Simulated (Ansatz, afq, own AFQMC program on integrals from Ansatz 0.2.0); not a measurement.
## BNH⁺, quintet: AFQMC among the cluster methods

```xyz
3

B     0.0000   -0.1852    0.7730
N     0.0000    0.0874   -0.7050
H     0.0000    0.7718    1.5065
```

Connectivity, by distances: BH–N.

Basis cc-pVDZ. Only valence electrons are correlated. Ansatz 0.2.0 and our own AFQMC program on the same integrals; the CISD trial comes from CCSD amplitudes, and released means the phaseless constraint is let go. Free AFQMC starts from the CCSD state and is never constrained. Its projection time is finite, and what remains of the start isn't in its error. Error bars are statistical, one sigma.

Determinant: UHF, the one that the program's search chose, which needn't be the lowest solution. The geometry is a PBE0/def2-TZVP stationary point of this or a neighbouring charge and spin state.

No full CI on the walks' own integrals is used here; CCSDTQ serves as the reference and is uncertain by about the last step of the cluster series.

Cautions: another spin lies lower (by 3.15 eV); the ph-AFQMC/HF walk drifts between its halves (2.2 errors).

* T1 diagnostic: 0.0343
* weight of the determinant in the CISD state: 0.917
* ⟨S²⟩ of the determinant: 6.006
* size of the correlated space: 8 electrons in 31 orbitals

| level | correlation energy (eV) |
| --- | --- |
| MP2 | -2.9955 |
| CCSD | -3.8238 |
| CCSD(T) | -3.9050 |

(1) Estimate where phaseless AFQMC with a CISD trial lies against CCSD(T) on the same integrals.

(1) 22.5 ± 1.7 meV below CCSD(T).

Reference: CCSDTQ, correlation energy -3.935 eV. The released energy is read at 2.40 1/Eh (meV from the phaseless value at times in 1/Eh: -3.7 ± 1.8 at 0.24, -5.5 ± 1.1 at 0.51, -7.5 ± 1.2 at 0.99, -12.1 ± 1.9 at 1.62, -12.4 ± 1.8 at 2.40).

```json
{"level": "CCSD(T)", "E − E(reference) (meV)": "29.6", "share of correlation (%)": "99.25"}
{"level": "CCSDT", "E − E(reference) (meV)": "3.5", "share of correlation (%)": "99.91"}
{"level": "CCSDT(Q)", "E − E(reference) (meV)": "0.4", "share of correlation (%)": "99.99"}
{"level": "ph-AFQMC/HF", "E − E(reference) (meV)": "-43.6 ± 15.7", "share of correlation (%)": "101.11"}
{"level": "ph-AFQMC/CISD", "E − E(reference) (meV)": "7.1 ± 1.7", "share of correlation (%)": "99.82"}
{"level": "released AFQMC", "E − E(reference) (meV)": "-5.3 ± 1.8", "share of correlation (%)": "100.14"}
{"level": "free AFQMC", "E − E(reference) (meV)": "-1.2 ± 2.2", "share of correlation (%)": "100.03"}
```

CCSDT and higher add their correlation energy to the determinant of the CCSD(T) run, since their own runs factorise the integrals more tightly (a shift of under 2 meV). Free projections are given only where their last times agree within the noise and don't stop above the reference; a slow remainder of the start can still hide under it. A walk keeps the symmetry of its determinant, which the program's search chose and which needn't be the lowest solution, so a lower state of the same spin and another symmetry isn't excluded. Released energies are given only where the last usable release times agree within the noise; a slower fall can still hide under it.
